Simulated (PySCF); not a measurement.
**HSiS (SiHS) radical: EPR parameters at several levels of theory**

Aim: compute the EPR parameters of HSiS (SiHS) radical (`[SiH]=S`) at several levels, and see how far they spread and what each costs.

Programs: PySCF 2.14.0, with density-fitted response routines of our own. Each step states its level of theory. These are calculated values for one molecule in the gas phase, unless marked as measured. Atoms count from 0, in the outputs and in this text.

### Step 1. The starting structure

3 atoms, charge 0, multiplicity 2; geometry from: GFN2-xTB.

Bonds of the start (Å): Si0–S1 2.00, Si0–H2 1.46.

### Step 2. Optimising the geometry at PBE0-D3(BJ)/def2-SVP

Job settings and geometry (Å):

```
{"job": {"xc": "PBE0", "basis": "def2-SVP", "d3": "d3bj", "grid": 1, "kind": "geom"}, "charge": 0, "multiplicity": 2}
Si    -0.196160     0.498170    -0.004520
S      1.658750    -0.237550    -0.025220
H     -1.439630    -0.265700     0.004640
```

Standard output:

```text
step   0  E = -687.76796873  max force = 0.035813
step   1  E = -687.77080959  max force = 0.003162
step   2  E = -687.77091575  max force = 0.001098
step   3  E = -687.77092405  max force = 0.000677
step   4  E = -687.77092578  max force = 0.000425
step   5  E = -687.77092196  max force = 0.001033
step   6  E = -687.77091846  max force = 0.001584
step   7  E = -687.77092227  max force = 0.001014
step   8  E = -687.77092527  max force = 0.000558
step   9  E = -687.77092759  max force = 0.000287
optimisation converged
```

Run time: 6.4 s. Hardware: 1 thread, shared host.

Along the way:

| step | energy from step 0 (eV) | largest force component (eV/Å) |
| --- | --- | --- |
| 0 | 0.0000 | 1.8416 |
| 1 | -0.0773 | 0.1626 |
| 2 | -0.0802 | 0.0565 |
| 3 | -0.0804 | 0.0348 |
| 4 | -0.0805 | 0.0219 |
| 5 | -0.0804 | 0.0531 |
| 6 | -0.0803 | 0.0815 |
| 7 | -0.0804 | 0.0521 |
| 8 | -0.0805 | 0.0287 |
| 9 | -0.0805 | 0.0148 |

Distances of close pairs at the start and the end, largest changes first:

| bond | before (Å) | after (Å) | change (Å) |
| --- | --- | --- | --- |
| Si0–H2 | 1.459 | 1.524 | +0.064 |
| Si0–S1 | 1.996 | 1.961 | -0.034 |

The final coordinates are the input of the step that follows.

| at the end point | value |
| --- | --- |
| point group (found at 0.08 Å tolerance) | Cs |
| rotational constants (GHz, main isotopes) | 299.9, 8.339, 8.113 |
| dipole moment (D) | 2.04 |
| ⟨S²⟩ | 0.757 |

### Step 3. EPR parameters: B3LYP/IGLO-III+pcH-1

Job settings and geometry (Å):

```
{"job": {"kind": "epr"}, "charge": 0, "multiplicity": 2}
Si    -0.207712     0.566411    -0.005483
S      1.611804    -0.165918    -0.018154
H     -1.381132    -0.405573    -0.001463
```

Level: UKS B3LYP, IGLO-III on S Si, pcH-1 on H, non-relativistic, mean-field spin-orbit, GIAO.

Standard output:

```text
UKS, coarse grid
  cycle   1  E = -688.24085696  |g| = 3.00e-01
  cycle   2  E = -687.75474252  |g| = 8.53e-01
  cycle   3  E = -688.30386576  |g| = 3.18e-02
  cycle   4  E = -688.30417058  |g| = 1.86e-02
  cycle   5  E = -688.30442600  |g| = 4.90e-03
  cycle   6  E = -688.30444156  |g| = 1.59e-03
  cycle   7  E = -688.30444340  |g| = 5.48e-04
UKS, final grid
  cycle   1  E = -688.30444255  |g| = 8.11e-04
  cycle   2  E = -688.30444057  |g| = 1.93e-03
  cycle   3  E = -688.30444312  |g| = 1.38e-04
  cycle   4  E = -688.30444315  |g| = 7.84e-05
  cycle   5  E = -688.30444318  |g| = 2.49e-05
  cycle   6  E = -688.30444318  |g| = 5.50e-06
internal stability: stable
E = -688.30444318 Eh   <S^2> = 0.7563 (exact 0.7500)
g shifts (ppm)      1          2          3
  rmc          -170       -170       -170
  gc             54         -1         69
  oz_so      -19872        -59      16091
  total      -19987       -230      15989
hyperfine (MHz)  atom isotope    a_iso     a_fc   dipolar eigenvalues
    0  29Si    -552.34    -554.24    -94.59     39.16     55.42
    1   33S       7.20       7.25    -38.24    -37.65     75.89
    2    1H     347.33     347.39     -3.85     -0.92      4.77
```

It took 9.8 s on 1 thread, shared host.

Principal g values 1.98233, 2.00209, 2.01831; g(iso) = 2.00091, against 2.00232 for a free electron.

Hyperfine couplings, nucleus by nucleus at this fixed geometry (no averaging over rotations):

| nuclei | isotope | a(iso) (MHz) | a(iso) (G, at g = 2.0023) | largest dipolar term (MHz) | measured (MHz) |
| --- | --- | --- | --- | --- | --- |
| Si0 | 29Si | -552.3 | -197.1 | -94.6 | – |
| H2 | 1H | 347.3 | 123.9 | 4.8 | 335.7 |
| S1 | 33S | 7.2 | 2.6 | 75.9 | – |

Measured: Feng, Duignan, Autschbach, Electron-nucleus hyperfine coupling calculated from restricted active space wavefunctions and an exact two-component Hamiltonian. Many experiments give no sign.

Mulliken spin populations:

| atom | value (e) |
| --- | --- |
| Si0 | 0.47 |
| S1 | 0.35 |
| H2 | 0.18 |

In first order the couplings over 0.8 MHz of 1H give 2 distinct lines over 123.9 G.

### Step 4. EPR parameters: PBE/IGLO-III+pcH-1

Job settings and geometry (Å):

```
{"job": {"kind": "epr", "xc": "PBE"}, "charge": 0, "multiplicity": 2}
Si    -0.207712     0.566411    -0.005483
S      1.611804    -0.165918    -0.018154
H     -1.381132    -0.405573    -0.001463
```

Method: UKS PBE, IGLO-III on S Si, pcH-1 on H, non-relativistic, mean-field spin-orbit, GIAO.

Standard output:

```text
UKS, coarse grid
  cycle   1  E = -687.88666338  |g| = 3.15e-01
  cycle   2  E = -686.95667538  |g| = 1.08e+00
  cycle   3  E = -687.94554191  |g| = 7.85e-02
  cycle   4  E = -687.94717933  |g| = 6.23e-02
  cycle   5  E = -687.94989343  |g| = 1.14e-02
  cycle   6  E = -687.94997518  |g| = 2.90e-03
  cycle   7  E = -687.94998083  |g| = 1.41e-03
  cycle   8  E = -687.94998231  |g| = 4.02e-04
UKS, final grid
  cycle   1  E = -687.94997240  |g| = 1.01e-03
  cycle   2  E = -687.94996319  |g| = 3.65e-03
  cycle   3  E = -687.94997314  |g| = 2.41e-04
  cycle   4  E = -687.94997317  |g| = 3.21e-05
  cycle   5  E = -687.94997317  |g| = 1.05e-05
internal stability: stable
E = -687.94997317 Eh   <S^2> = 0.7542 (exact 0.7500)
g shifts (ppm)      1          2          3
  rmc          -161       -161       -161
  gc             52         -0         67
  oz_so      -21074       -561      15013
  total      -21183       -723      14919
hyperfine (MHz)  atom isotope    a_iso     a_fc   dipolar eigenvalues
    0  29Si    -524.29    -526.10    -88.45     37.63     50.82
    1   33S       2.50       2.76    -36.84    -34.08     70.92
    2    1H     321.34     321.41     -3.92     -1.01      4.94
```

Run time: 4.1 s. Hardware: 1 thread, shared host.

In short: g(iso) 1.99999.

### Step 5. g tensor and hyperfine couplings: PBE0/IGLO-III+pcH-1

Job settings and geometry (Å):

```
{"job": {"kind": "epr", "xc": "PBE0"}, "charge": 0, "multiplicity": 2}
Si    -0.207712     0.566411    -0.005483
S      1.611804    -0.165918    -0.018154
H     -1.381132    -0.405573    -0.001463
```

Method: UKS PBE0, IGLO-III on S Si, pcH-1 on H, non-relativistic, mean-field spin-orbit, GIAO.

Standard output:

```text
UKS, coarse grid
  cycle   1  E = -687.94286788  |g| = 2.86e-01
  cycle   2  E = -687.61066929  |g| = 7.27e-01
  cycle   3  E = -688.00037209  |g| = 3.20e-02
  cycle   4  E = -688.00079068  |g| = 1.35e-02
  cycle   5  E = -688.00092161  |g| = 4.53e-03
  cycle   6  E = -688.00093719  |g| = 1.23e-03
  cycle   7  E = -688.00093952  |g| = 3.64e-04
UKS, final grid
  cycle   1  E = -688.00093336  |g| = 3.06e-04
  cycle   2  E = -688.00093330  |g| = 5.27e-04
  cycle   3  E = -688.00093349  |g| = 9.66e-05
  cycle   4  E = -688.00093350  |g| = 6.09e-05
  cycle   5  E = -688.00093352  |g| = 2.11e-05
  cycle   6  E = -688.00093352  |g| = 8.06e-06
internal stability: stable
E = -688.00093352 Eh   <S^2> = 0.7583 (exact 0.7500)
g shifts (ppm)      1          2          3
  rmc          -163       -163       -163
  gc             53         -1         67
  oz_so      -20442       -530      14673
  total      -20552       -694      14577
hyperfine (MHz)  atom isotope    a_iso     a_fc   dipolar eigenvalues
    0  29Si    -536.32    -538.19    -97.52     38.80     58.72
    1   33S       4.14       4.30    -37.03    -34.50     71.52
    2    1H     323.38     323.44     -3.75     -0.72      4.47
```

Run time: 8.1 s. Hardware: 1 thread, shared host.

In short: g(iso) 2.00010.

### Step 6. g tensor and hyperfine couplings: BHandHLYP/IGLO-III+pcH-1

Job settings and geometry (Å):

```
{"job": {"kind": "epr", "xc": "BHandHLYP"}, "charge": 0, "multiplicity": 2}
Si    -0.207712     0.566411    -0.005483
S      1.611804    -0.165918    -0.018154
H     -1.381132    -0.405573    -0.001463
```

With the program's defaults for keys left out, this is: UKS BHandHLYP, IGLO-III on S Si, pcH-1 on H, non-relativistic, mean-field spin-orbit, GIAO.

Standard output:

```text
UKS, coarse grid
  cycle   1  E = -688.19664173  |g| = 2.78e-01
  cycle   2  E = -688.09744125  |g| = 4.83e-01
  cycle   3  E = -688.25720370  |g| = 2.42e-02
  cycle   4  E = -688.25773634  |g| = 8.42e-03
  cycle   5  E = -688.25784780  |g| = 2.69e-03
  cycle   6  E = -688.25786405  |g| = 1.30e-03
  cycle   7  E = -688.25786928  |g| = 7.13e-04
UKS, final grid
  cycle   1  E = -688.25786914  |g| = 5.98e-04
  cycle   2  E = -688.25786981  |g| = 7.94e-04
  cycle   3  E = -688.25787031  |g| = 2.75e-04
  cycle   4  E = -688.25787105  |g| = 1.37e-04
  cycle   5  E = -688.25787114  |g| = 3.18e-05
  cycle   6  E = -688.25787115  |g| = 1.34e-05
internal stability: stable
E = -688.25787115 Eh   <S^2> = 0.7630 (exact 0.7500)
g shifts (ppm)      1          2          3
  rmc          -173       -173       -173
  gc             56         -2         69
  oz_so      -18823        192      15655
  total      -18940         17      15551
hyperfine (MHz)  atom isotope    a_iso     a_fc   dipolar eigenvalues
    0  29Si    -557.04    -558.98   -105.37     40.79     64.58
    1   33S      10.14      10.02    -38.94    -38.04     76.97
    2    1H     355.68     355.74     -3.57     -0.51      4.08
```

It took 8.3 s on 1 thread, shared host.

In short: g(iso) 2.00120.

### Step 7. EPR parameters: HF/IGLO-III+pcH-1

Job settings and geometry (Å):

```
{"job": {"kind": "epr", "xc": "HF"}, "charge": 0, "multiplicity": 2}
Si    -0.207712     0.566411    -0.005483
S      1.611804    -0.165918    -0.018154
H     -1.381132    -0.405573    -0.001463
```

Method: UKS HF, IGLO-III on S Si, pcH-1 on H, non-relativistic, mean-field spin-orbit, GIAO.

Standard output:

```text
UKS, final grid
  cycle   1  E = -686.95908675  |g| = 2.72e-01
  cycle   2  E = -687.00007516  |g| = 1.97e-01
  cycle   3  E = -687.02429368  |g| = 3.51e-02
  cycle   4  E = -687.02605488  |g| = 1.42e-02
  cycle   5  E = -687.02644874  |g| = 4.58e-03
  cycle   6  E = -687.02650268  |g| = 1.98e-03
  cycle   7  E = -687.02651467  |g| = 9.10e-04
  cycle   8  E = -687.02651777  |g| = 5.19e-04
  cycle   9  E = -687.02651921  |g| = 3.47e-04
  cycle  10  E = -687.02652018  |g| = 2.62e-04
  cycle  11  E = -687.02652108  |g| = 1.94e-04
  cycle  12  E = -687.02652169  |g| = 1.33e-04
  cycle  13  E = -687.02652203  |g| = 7.24e-05
  cycle  14  E = -687.02652211  |g| = 4.08e-05
  cycle  15  E = -687.02652212  |g| = 2.53e-05
  cycle  16  E = -687.02652213  |g| = 1.49e-05
  cycle  17  E = -687.02652213  |g| = 7.18e-06
  cycle  18  E = -687.02652213  |g| = 3.17e-06
internal stability: stable
E = -687.02652213 Eh   <S^2> = 0.7793 (exact 0.7500)
g shifts (ppm)      1          2          3
  rmc          -161       -161       -161
  gc             56         -4         67
  oz_so      -18352      -1112      11268
  total      -18457      -1277      11174
hyperfine (MHz)  atom isotope    a_iso     a_fc   dipolar eigenvalues
    0  29Si    -603.82    -605.79   -122.17     40.54     81.63
    1   33S      10.33      10.37    -38.16    -31.80     69.96
    2    1H     334.70     334.76     -3.19      0.22      2.97
```

Run time: 5.5 s. Hardware: 1 thread, shared host.

Key values: g(iso) 1.99947.

### Step 8. EPR parameters: CAM-B3LYP/IGLO-III+pcH-1

Job settings and geometry (Å):

```
{"job": {"kind": "epr", "xc": "CAM-B3LYP"}, "charge": 0, "multiplicity": 2}
Si    -0.207712     0.566411    -0.005483
S      1.611804    -0.165918    -0.018154
H     -1.381132    -0.405573    -0.001463
```

Method: UKS CAM-B3LYP, IGLO-III on S Si, pcH-1 on H, non-relativistic, mean-field spin-orbit, GIAO.

Standard output:

```text
UKS, coarse grid
  cycle   1  E = -688.21066520  |g| = 2.99e-01
  cycle   2  E = -688.11084130  |g| = 5.10e-01
  cycle   3  E = -688.27585175  |g| = 2.67e-02
  cycle   4  E = -688.27630144  |g| = 8.77e-03
  cycle   5  E = -688.27641002  |g| = 2.91e-03
  cycle   6  E = -688.27642974  |g| = 1.29e-03
  cycle   7  E = -688.27643475  |g| = 6.33e-04
UKS, final grid
  cycle   1  E = -688.27643098  |g| = 4.93e-04
  cycle   2  E = -688.27643165  |g| = 5.90e-04
  cycle   3  E = -688.27643197  |g| = 2.46e-04
  cycle   4  E = -688.27643260  |g| = 1.14e-04
  cycle   5  E = -688.27643265  |g| = 2.80e-05
  cycle   6  E = -688.27643266  |g| = 1.12e-05
internal stability: stable
E = -688.27643266 Eh   <S^2> = 0.7600 (exact 0.7500)
g shifts (ppm)      1          2          3
  rmc          -171       -171       -171
  gc             56         -1         70
  oz_so      -20294        -14      16387
  total      -20409       -186      16286
hyperfine (MHz)  atom isotope    a_iso     a_fc   dipolar eigenvalues
    0  29Si    -547.01    -549.03   -103.01     40.76     62.25
    1   33S       1.94       1.87    -38.32    -38.19     76.51
    2    1H     350.83     350.90     -3.77     -0.81      4.58
```

It took 10 s on 1 thread, shared host.

In short: g(iso) 2.00088.

### Step 9. Comparing the runs: EPR parameters

g, ⟨S²⟩ and isotropic hyperfine couplings (MHz), with basis size and wall time:

| run | g(iso) | ⟨S²⟩ | 29Si Si0 | 1H H2 | 33S S1 | functions | time |
| --- | --- | --- | --- | --- | --- | --- | --- |
| B3LYP/IGLO-III+pcH-1 | 2.00091 | 0.756 | -552.3 | 347.3 | 7.2 | 98 | 9.8 s |
| PBE/IGLO-III+pcH-1 | 1.99999 | 0.754 | -524.3 | 321.3 | 2.5 | 98 | 4.1 s |
| PBE0/IGLO-III+pcH-1 | 2.00010 | 0.758 | -536.3 | 323.4 | 4.1 | 98 | 8.1 s |
| BHandHLYP/IGLO-III+pcH-1 | 2.00120 | 0.763 | -557.0 | 355.7 | 10.1 | 98 | 8.3 s |
| HF/IGLO-III+pcH-1 | 1.99947 | 0.779 | -603.8 | 334.7 | 10.3 | 98 | 5.5 s |
| CAM-B3LYP/IGLO-III+pcH-1 | 2.00088 | 0.760 | -547.0 | 350.8 | 1.9 | 98 | 10 s |
| measured | – | – | – | 335.7 | – | – | – |

Measured: Feng, Duignan, Autschbach, Electron-nucleus hyperfine coupling calculated from restricted active space wavefunctions and an exact two-component Hamiltonian.

### Step 10. Outcome

| quantity | value |
| --- | --- |
| point group | Cs |
| rotational constants (main isotopes) | 299.90, 8.34, 8.11 GHz |
| g(iso) (B3LYP) | 2.00091 |
| ⟨S²⟩ | 0.756 (exact 0.75) |
| largest a(iso) | 29Si on Si0, -552.3 MHz |

What this shows: Single values in the summary come from the first run of each kind that ended normally (B3LYP/IGLO-III+pcH-1), which need not be the best level. The optimisation took 9 steps and gained 0.081 eV; among the close pairs (by a distance rule), Si0–H2 changed most, from 1.459 to 1.524 Å. The largest spin populations lie on Si0 (0.47 e), S1 (0.35 e). The isotropic g lies 1.4 ppt below the free-electron value. In size, the one measured coupling is missed by 11.6 MHz; matrix, vibration and temperature are not in the model. The coupling of 29Si on Si0 runs from -603.8 (HF/IGLO-III+pcH-1) to -524.3 MHz (PBE/IGLO-III+pcH-1). For the one measured hyperfine coupling, HF/IGLO-III+pcH-1 misses least (1.0 MHz, 5.5 s) and BHandHLYP/IGLO-III+pcH-1 most (20.0 MHz, 8.3 s); the quickest, PBE/IGLO-III+pcH-1, misses by 14.4 MHz in 4.1 s. One molecule ranks no method: errors cancel, and vibration and temperature are missing from all runs.
